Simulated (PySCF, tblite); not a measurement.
C₄H₁₁O (charge +1).
Bonds: C1–C2, C2–O3, O3–C4, O3–C5. Hydrogens: H6, H7, H8 on C1; H9, H10 on C2; H11, H12, H13 on C4; H14, H15, H16 on C5.

Computed with GFN2-xTB (tblite), gas phase: nudged elastic band of 9 images (0 to 8), spring 0.2 eV/Å², climbing image at the end, force threshold 0.05 eV/Å. The top image wasn't refined or checked by frequencies; at this threshold it can lie a kcal/mol or more above the true saddle point of the method.

Path: rotation about C2–O3 (sp3 carbon bound to oxygen, oxonium oxygen), followed by the dihedral C1–C2–O3–C5.

Image 0 (start, dihedral 67°):
```
atom  x, y, z in Å
C1      1.961   -0.071   -0.347
C2      0.590   -0.715   -0.348
O3     -0.357    0.048    0.482
C4     -1.569   -0.696    0.728
C5     -0.651    1.349   -0.071
H6      2.676   -0.791   -0.735
H7      2.011    0.812   -0.977
H8      2.265    0.185    0.665
H9      0.649   -1.703    0.114
H10     0.186   -0.811   -1.361
H11    -2.107   -0.905   -0.199
H12    -1.306   -1.630    1.223
H13    -2.198   -0.111    1.397
H14    -1.308    1.873    0.622
H15     0.281    1.905   -0.157
H16    -1.131    1.269   -1.048
```

Image 8 (end, 0.000 eV, dihedral 169°):
```
atom  x, y, z in Å
C1      1.850   -0.733    0.060
C2      0.669   -0.179   -0.710
O3     -0.277    0.505    0.186
C4     -0.916   -0.398    1.113
C5     -1.258    1.257   -0.558
H6      2.634   -0.985   -0.649
H7      2.246    0.015    0.743
H8      1.607   -1.637    0.611
H9      0.140   -0.963   -1.261
H10     1.012    0.586   -1.410
H11    -1.505   -1.155    0.590
H12    -0.146   -0.873    1.718
H13    -1.561    0.187    1.766
H14    -1.892    1.789    0.151
H15    -0.738    1.987   -1.177
H16    -1.871    0.606   -1.186
```

**Question.** What do the inner images look like?

**Answer.** 
Image 1: +0.008 eV, dihedral 79°
```
atom  x, y, z in Å
C1      1.986   -0.119   -0.271
C2      0.583   -0.670   -0.427
O3     -0.350    0.079    0.433
C4     -1.519   -0.690    0.787
C5     -0.713    1.349   -0.146
H6      2.685   -0.816   -0.723
H7      2.117    0.843   -0.758
H8      2.240   -0.024    0.782
H9      0.553   -1.705   -0.083
H10     0.235   -0.624   -1.463
H11    -2.097   -0.976   -0.094
H12    -1.194   -1.579    1.326
H13    -2.136   -0.087    1.452
H14    -1.312    1.897    0.581
H15     0.198    1.911   -0.339
H16    -1.281    1.218   -1.070
```

Image 2: +0.027 eV, dihedral 90°
```
atom  x, y, z in Å
C1      2.002   -0.184   -0.197
C2      0.582   -0.618   -0.501
O3     -0.346    0.121    0.379
C4     -1.454   -0.677    0.843
C5     -0.789    1.355   -0.220
H6      2.690   -0.859   -0.696
H7      2.210    0.825   -0.542
H8      2.192   -0.237    0.872
H9      0.459   -1.679   -0.279
H10     0.310   -0.438   -1.544
H11    -2.077   -1.029    0.018
H12    -1.054   -1.523    1.401
H13    -2.052   -0.069    1.521
H14    -1.360    1.911    0.524
H15     0.089    1.937   -0.491
H16    -1.410    1.173   -1.100
```

Image 3: +0.051 eV, dihedral 102°
```
atom  x, y, z in Å
C1      2.008   -0.263   -0.130
C2      0.587   -0.559   -0.565
O3     -0.341    0.173    0.328
C4     -1.375   -0.657    0.893
C5     -0.875    1.363   -0.287
H6      2.686   -0.928   -0.655
H7      2.296    0.761   -0.350
H8      2.122   -0.438    0.937
H9      0.370   -1.624   -0.471
H10     0.405   -0.252   -1.597
H11    -2.033   -1.069    0.124
H12    -0.897   -1.460    1.451
H13    -1.956   -0.052    1.589
H14    -1.441    1.911    0.467
H15    -0.040    1.980   -0.613
H16    -1.524    1.122   -1.132
```

Image 4 (top): +0.062 eV, dihedral 115°
```
atom  x, y, z in Å
C1      2.001   -0.351   -0.068
C2      0.596   -0.493   -0.618
O3     -0.332    0.234    0.281
C4     -1.284   -0.629    0.935
C5     -0.965    1.366   -0.349
H6      2.667   -1.013   -0.611
H7      2.368    0.666   -0.173
H8      2.032   -0.626    0.983
H9      0.291   -1.540   -0.654
H10     0.515   -0.070   -1.620
H11    -1.967   -1.095    0.221
H12    -0.732   -1.392    1.482
H13    -1.851   -0.034    1.650
H14    -1.539    1.899    0.410
H15    -0.182    2.026   -0.719
H16    -1.625    1.059   -1.163
```

Image 5: +0.055 eV, dihedral 128°
```
atom  x, y, z in Å
C1      1.980   -0.440   -0.013
C2      0.609   -0.419   -0.657
O3     -0.320    0.300    0.245
C4     -1.188   -0.593    0.971
C5     -1.052    1.359   -0.404
H6      2.631   -1.101   -0.577
H7      2.423    0.552   -0.005
H8      1.929   -0.807    1.008
H9      0.226   -1.429   -0.823
H10     0.634    0.108   -1.611
H11    -1.883   -1.111    0.305
H12    -0.570   -1.315    1.502
H13    -1.747   -0.011    1.703
H14    -1.642    1.876    0.353
H15    -0.329    2.061   -0.818
H16    -1.709    0.978   -1.189
```

Image 6: +0.035 eV, dihedral 142°
```
atom  x, y, z in Å
C1      1.949   -0.535    0.032
C2      0.628   -0.331   -0.682
O3     -0.306    0.374    0.220
C4     -1.091   -0.546    1.007
C5     -1.137    1.338   -0.458
H6      2.581   -1.180   -0.571
H7      2.463    0.412    0.175
H8      1.816   -1.008    1.000
H9      0.179   -1.279   -0.990
H10     0.768    0.296   -1.563
H11    -1.777   -1.123    0.383
H12    -0.414   -1.216    1.533
H13    -1.654    0.026    1.744
H14    -1.749    1.841    0.291
H15    -0.486    2.075   -0.925
H16    -1.779    0.866   -1.205
```

Image 7: +0.023 eV, dihedral 159°
```
atom  x, y, z in Å
C1      1.907   -0.649    0.056
C2      0.661   -0.215   -0.689
O3     -0.291    0.459    0.212
C4     -0.995   -0.474    1.059
C5     -1.222    1.290   -0.514
H6      2.530   -1.220   -0.627
H7      2.477    0.211    0.399
H8      1.688   -1.288    0.906
H9      0.159   -1.061   -1.167
H10     0.932    0.518   -1.451
H11    -1.627   -1.147    0.474
H12    -0.268   -1.048    1.628
H13    -1.607    0.095    1.759
H14    -1.868    1.788    0.208
H15    -0.657    2.047   -1.056
H16    -1.827    0.702   -1.208
```

The largest changes of bonds and angles from start to top: C2–O3 1.472 → 1.483 Å, C2–H10 1.095 → 1.091 Å, O3–C2–H9 105.4 → 108.4°, C1–C2–O3 111.2 → 108.3°, C2–O3–C4 111.6 → 113.2°. GFN2-xTB torsional profiles can miss by a kcal/mol or more and can put conformers in the wrong order.

**Question.** What do single points at PBE0/pcSseg-1 (PySCF, no dispersion term) give on some images?

**Answer.** 
```
image  GFN2-xTB E (eV)  DFT E (eV)  HOMO (eV)  LUMO (eV)
    0            0.000       0.000     -14.94      -4.07
    2            0.027       0.011     -14.95      -4.08
    4            0.062       0.037     -14.92      -4.10
    6            0.035       0.019     -14.92      -4.08
    8            0.000       0.002     -14.94      -4.07
```

Energies count from image 0 at each level. At the GFN2-xTB top the DFT energy is 0.8 kcal/mol against 1.4; the geometries weren't optimised at the DFT level.

What follows is the cost of the whole band run. On one thread of an INTEL XEON PLATINUM 8581C at 2.30 GHz, shared host, this took 1.9 s of wall time and 0.18 GiB of memory at its peak.
